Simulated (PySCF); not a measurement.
**C₄H₈: electronic structure in real space**

Aim: take C₄H₈ and find what binds its two fragments, compute its lowest excited states and analyse its density (charges, bond critical points, surface potential).

The runs use PySCF 2.14.0; levels as typed in each script, gas phase, geometry from start geometry of a pair search.

## 1. The system as given

SMILES `C=C.C=C`, 12 atoms, charge 0, spin multiplicity 1.

Bond lengths: C1–C2 1.316 Å, C1–H3 1.077 Å, C1–H4 1.078 Å, C2–H5 1.078 Å, C2–H6 1.078 Å, C7–C8 1.316 Å, C7–H9 1.078 Å, C7–H10 1.078 Å, C8–H11 1.077 Å, C8–H12 1.078 Å. Angles: C2–C1–H3 122.0°, C2–C1–H4 121.9°, H3–C1–H4 116.0°, C1–C2–H5 121.9°, C1–C2–H6 122.1°, H5–C2–H6 116.0°, C8–C7–H9 122.1°, C8–C7–H10 122.0°, H9–C7–H10 115.9°, C7–C8–H11 121.9°, C7–C8–H12 122.1°, H11–C8–H12 116.0°.

Coordinates:

```xyz
12
C4H8
C    -1.6386    0.7554   -0.0363
C    -2.0858   -0.4827   -0.0412
H    -1.9444    1.4699    0.7097
H    -0.9414    1.1129   -0.7762
H    -1.7797   -1.1963   -0.7887
H    -2.7818   -0.8426    0.6986
C     2.2002    0.4245   -0.0260
C     1.5247   -0.6977    0.1036
H     2.5700    0.7638   -0.9801
H     2.4171    1.0610    0.8169
H     1.1530   -1.0323    1.0579
H     1.3047   -1.3336   -0.7383
```

## 2. Binding of the two fragments (B3LYP/def2-svpd)

The input, input.py:

```python
import numpy as np
from pyscf import gto, scf, dft
from pyscf.scf import atom_ks, atom_hf
from scipy.linalg import block_diag
from pyscf.dispersion import dftd3

def solve(mol, dm0=None, hcore=None):
    mf = (dft.UKS if mol.spin else dft.RKS)(mol, xc='b3lyp')
    mf.grids.level = 3
    mf = mf.density_fit(auxbasis='def2-universal-jkfit')
    mf.conv_tol, mf.max_cycle = 1e-8, 80
    if hcore is not None:
        mf.get_hcore = lambda *args: hcore
    mf.kernel(dm0)
    if not mf.converged:
        mf = mf.newton().run(mf.mo_coeff, mf.mo_occ, max_cycle=30)
    assert mf.converged, 'SCF not converged'
    return mf

mol = gto.M(atom='''
C     -1.63865     0.75542    -0.03629
C     -2.08579    -0.48271    -0.04123
H     -1.94438     1.46986     0.70968
H     -0.94136     1.11288    -0.77619
H     -1.77967    -1.19631    -0.78871
H     -2.78177    -0.84255     0.69861
C      2.20016     0.42454    -0.02600
C      1.52470    -0.69771     0.10356
H      2.56998     0.76376    -0.98015
H      2.41710     1.06102     0.81686
H      1.15296    -1.03232     1.05792
H      1.30466    -1.33361    -0.73829
''', basis='def2-svpd', charge=0, spin=0, verbose=4)
mol_a = gto.M(atom='''
C     -1.63865     0.75542    -0.03629
C     -2.08579    -0.48271    -0.04123
H     -1.94438     1.46986     0.70968
H     -0.94136     1.11288    -0.77619
H     -1.77967    -1.19631    -0.78871
H     -2.78177    -0.84255     0.69861
ghost-C      2.20016     0.42454    -0.02600
ghost-C      1.52470    -0.69771     0.10356
ghost-H      2.56998     0.76376    -0.98015
ghost-H      2.41710     1.06102     0.81686
ghost-H      1.15296    -1.03232     1.05792
ghost-H      1.30466    -1.33361    -0.73829
''', basis='def2-svpd', charge=0, spin=0, verbose=4)
mol_b = gto.M(atom='''
ghost-C     -1.63865     0.75542    -0.03629
ghost-C     -2.08579    -0.48271    -0.04123
ghost-H     -1.94438     1.46986     0.70968
ghost-H     -0.94136     1.11288    -0.77619
ghost-H     -1.77967    -1.19631    -0.78871
ghost-H     -2.78177    -0.84255     0.69861
C      2.20016     0.42454    -0.02600
C      1.52470    -0.69771     0.10356
H      2.56998     0.76376    -0.98015
H      2.41710     1.06102     0.81686
H      1.15296    -1.03232     1.05792
H      1.30466    -1.33361    -0.73829
''', basis='def2-svpd', charge=0, spin=0, verbose=4)
ab, a, b = solve(mol), solve(mol_a), solve(mol_b)
e_int = ab.e_tot - a.e_tot - b.e_tot
print('counterpoise-corrected interaction energy / kcal/mol', e_int * 627.5095)
def disp(atoms, charge):
    m = gto.M(atom=atoms, charge=charge, basis='sto-3g', spin=None, unit='Bohr', verbose=0)
    return dftd3.DFTD3Dispersion(m, xc='b3lyp', version='d3bj').get_dispersion()['energy']
e_disp = disp(mol._atom, mol.charge) - disp(mol._atom[:6], mol_a.charge) - disp(mol._atom[6:], mol_b.charge)
print('D3(BJ) part / kcal/mol', e_disp * 627.5095)
# spherically averaged free atoms, for the promolecule
atm = atom_ks.get_atm_nrks(mol, xc='b3lyp')
pro = block_diag(*[(atm[a[0]][2] * atm[a[0]][3]) @ atm[a[0]][2].T for a in mol._atom])
np.savez('result.npz', e_int=e_int, e_disp=e_disp, dm_a=a.make_rdm1(), dm_b=b.make_rdm1(), c=ab.mo_coeff, occ=ab.mo_occ, eps=ab.mo_energy, pro=pro, d=[f.dip_moment(verbose=0) for f in (ab, a, b)])
```

Launch:

```bash
OMP_NUM_THREADS=1 python input.py
```

## 4. Excited states (CAM-B3LYP/def2-svp)

The input, input.py:

```python
import numpy as np
from pyscf import gto, scf, dft, tdscf
from pyscf.scf import atom_ks, atom_hf
from scipy.linalg import block_diag

def solve(mol, dm0=None, hcore=None):
    mf = (dft.UKS if mol.spin else dft.RKS)(mol, xc='camb3lyp')
    mf.grids.level = 3
    mf = mf.density_fit(auxbasis='def2-universal-jkfit')
    mf.conv_tol, mf.max_cycle = 1e-8, 80
    if hcore is not None:
        mf.get_hcore = lambda *args: hcore
    mf.kernel(dm0)
    if not mf.converged:
        mf = mf.newton().run(mf.mo_coeff, mf.mo_occ, max_cycle=30)
    assert mf.converged, 'SCF not converged'
    return mf

mol = gto.M(atom='''
C     -1.63865     0.75542    -0.03629
C     -2.08579    -0.48271    -0.04123
H     -1.94438     1.46986     0.70968
H     -0.94136     1.11288    -0.77619
H     -1.77967    -1.19631    -0.78871
H     -2.78177    -0.84255     0.69861
C      2.20016     0.42454    -0.02600
C      1.52470    -0.69771     0.10356
H      2.56998     0.76376    -0.98015
H      2.41710     1.06102     0.81686
H      1.15296    -1.03232     1.05792
H      1.30466    -1.33361    -0.73829
''', basis='def2-svp', charge=0, spin=0, verbose=4)
mf = solve(mol)
td = mf.TDA()
td.nstates, td.singlet, td.conv_tol = 5, True, 1e-5
td.kernel()
td.analyze()
x, y = np.array([p[0] for p in td.xy]), np.array([p[1] + 0 * p[0] for p in td.xy])
f, mu = td.oscillator_strength(), td.transition_dipole()
nto = [td.get_nto(state=i + 1, verbose=4) for i in range(len(td.e))]
# spherically averaged free atoms, for the promolecule
atm = atom_ks.get_atm_nrks(mol, xc='camb3lyp')
pro = block_diag(*[(atm[a[0]][2] * atm[a[0]][3]) @ atm[a[0]][2].T for a in mol._atom])
np.savez('result.npz', e=td.e, f=f, ok=td.converged, w=[n[0] for n in nto], nto=[n[1] for n in nto], x=x, y=y, c=mf.mo_coeff, occ=mf.mo_occ, eps=mf.mo_energy, pro=pro, mu=mu)
```

## 6. Density, bond paths and surface potential (B3LYP/def2-svpd)

The input, input.py:

```python
import numpy as np
from pyscf import gto, scf, dft
from pyscf.scf import atom_ks, atom_hf
from scipy.linalg import block_diag

def solve(mol, dm0=None, hcore=None):
    mf = (dft.UKS if mol.spin else dft.RKS)(mol, xc='b3lyp')
    mf.grids.level = 3
    mf = mf.density_fit(auxbasis='def2-universal-jkfit')
    mf.conv_tol, mf.max_cycle = 1e-8, 80
    if hcore is not None:
        mf.get_hcore = lambda *args: hcore
    mf.kernel(dm0)
    if not mf.converged:
        mf = mf.newton().run(mf.mo_coeff, mf.mo_occ, max_cycle=30)
    assert mf.converged, 'SCF not converged'
    return mf

mol = gto.M(atom='''
C     -1.63865     0.75542    -0.03629
C     -2.08579    -0.48271    -0.04123
H     -1.94438     1.46986     0.70968
H     -0.94136     1.11288    -0.77619
H     -1.77967    -1.19631    -0.78871
H     -2.78177    -0.84255     0.69861
C      2.20016     0.42454    -0.02600
C      1.52470    -0.69771     0.10356
H      2.56998     0.76376    -0.98015
H      2.41710     1.06102     0.81686
H      1.15296    -1.03232     1.05792
H      1.30466    -1.33361    -0.73829
''', basis='def2-svpd', charge=0, spin=0, verbose=4)
mf = solve(mol)
mf.analyze()
# spherically averaged free atoms, for the promolecule
atm = atom_ks.get_atm_nrks(mol, xc='b3lyp')
pro = block_diag(*[(atm[a[0]][2] * atm[a[0]][3]) @ atm[a[0]][2].T for a in mol._atom])
np.savez('result.npz', e=mf.e_tot, c=mf.mo_coeff, occ=mf.mo_occ, eps=mf.mo_energy, pro=pro, dip=mf.dip_moment(verbose=0), s2=mf.spin_square()[0])
```

(Steps that only read results are left out.)

**Question.** What will these runs give? Wanted: interaction energy, counterpoise; lowest singlet excitation; dipole moment; HOMO, LUMO.

**Answer**, as computed:

| quantity | value |
| --- | --- |
| interaction energy, counterpoise (B3LYP/def2-svpd) | +1.4 kcal/mol |
| lowest singlet excitation (CAM-B3LYP/def2-svp) | 8.09 eV |
| dipole moment (B3LYP/def2-svpd) | 0.05 D |
| HOMO, LUMO (B3LYP/def2-svpd) | -7.39, -0.17 eV |

In words: The counterpoise-corrected interaction energy of the frozen fragments is +1.4 kcal/mol without dispersion correction and −0.3 kcal/mol with D3(BJ). At B3LYP/def2-svpd: The highest Hirshfeld charge is on H12 (+0.04 e), the lowest on C2 (−0.08 e). All values hold at the given geometry, in the gas phase.
